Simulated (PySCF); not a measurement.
Species: C₆H₈.
Bonds: C1–C2 (double), C2–C3 (double), C3–C4, C3–C5, C5–C6 (double). Hydrogens: H7, H8 on C1; H9, H10, H11 on C4; H12 on C5; H13, H14 on C6.

Method used: PBE0-D3(BJ)/def2-SVP geometry optimisation, gas phase in PySCF.

**Question.** List the bond lengths, angles and torsions at this level.

**Answer.** 
```
                 bond  length (Å)
                C1=C2       1.306
                C2=C3       1.322
                C3–C4       1.505
                C3–C5       1.467
                C5=C6       1.340
         C1–H7, C1–H8       1.096
C4–H9, C4–H10, C4–H11       1.100
               C5–H12       1.095
               C6–H13       1.092
               C6–H14       1.093
```

Bonds in one row agree within 0.01 Å and their mean is given. A selection of angles:
```
     angle  degrees
  C2–C1–H7    121.4
  H7–C1–H8    117.1
  C1–C2–C3    179.9
  C2–C3–C4    121.0
  C2–C3–C5    119.4
  C4–C3–C5    119.6
  C3–C4–H9    111.3
 H9–C4–H10    108.5
  C3–C5–C6    125.3
 C3–C5–H12    115.4
 C6–C5–H12    119.3
 C5–C6–H13    120.9
 C5–C6–H14    122.3
H13–C6–H14    116.9
```

Torsions: C2–C3–C5–C6 180° (antiperiplanar).

The C–C distances run from 1.306 Å (C1=C2, drawn double) to 1.505 Å (C3–C4, drawn single), a spread of 0.199 Å. Of the pairs four or more bonds apart, C4···H14 is among the closest relative to their van der Waals radii: 2.69 Å, 93 % of the sum of Bondi's values. The 6 heavy atoms lie in one plane (0.001 Å rms).

Point group: Cs (tolerance 0.08 Å). No PBE0-D3(BJ)/def2-SVP frequencies stand behind this structure, so it isn't proved a minimum. One conformer, not necessarily the lowest.
